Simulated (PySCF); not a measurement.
This PySCF input (PBE/3-21G) gives -272.92663 Eh with 27 basis functions.

```python
import numpy as np, basis_set_exchange as bse
from pyscf import gto, scf, dft, df

basis = {'F': gto.basis.parse(bse.get_basis('3-21G', elements=['F'], fmt='nwchem')), 'O': gto.basis.parse(bse.get_basis('3-21G', elements=['O'], fmt='nwchem'))}
mol = gto.M(
    atom='''
    F     0.03923562    1.10057360   -0.27954166
    O    -0.01962367    0.00815420    0.59730772
    F    -0.02179237   -1.10782178   -0.25139853
    ''',
    basis=basis,
    charge=0,
    verbose=4,
    max_memory=8640,
)
mf = dft.RKS(mol, xc='pbe')
mf.grids.level = 3
mf = mf.density_fit(auxbasis=df.autoaux(mol))
mf.conv_tol = 1e-9
mf.max_cycle = 100
print('smallest overlap eigenvalue', np.linalg.eigvalsh(mol.intor('int1e_ovlp'))[0])
mf.kernel()
dip = mf.dip_moment()
```

Change:
```diff
- basis = {'F': gto.basis.parse(bse.get_basis('3-21G', elements=['F'], fmt='nwchem')), 'O': gto.basis.parse(bse.get_basis('3-21G', elements=['O'], fmt='nwchem'))}
+ basis = {'F': gto.basis.parse(bse.get_basis('def2-TZVP', elements=['F'], fmt='nwchem')), 'O': gto.basis.parse(bse.get_basis('def2-TZVP', elements=['O'], fmt='nwchem'))}
```

Task: What does the run give now?

Result: -274.54510 Eh (PBE/def2-TZVP, 93 functions), a change of -1618.47 mEh.
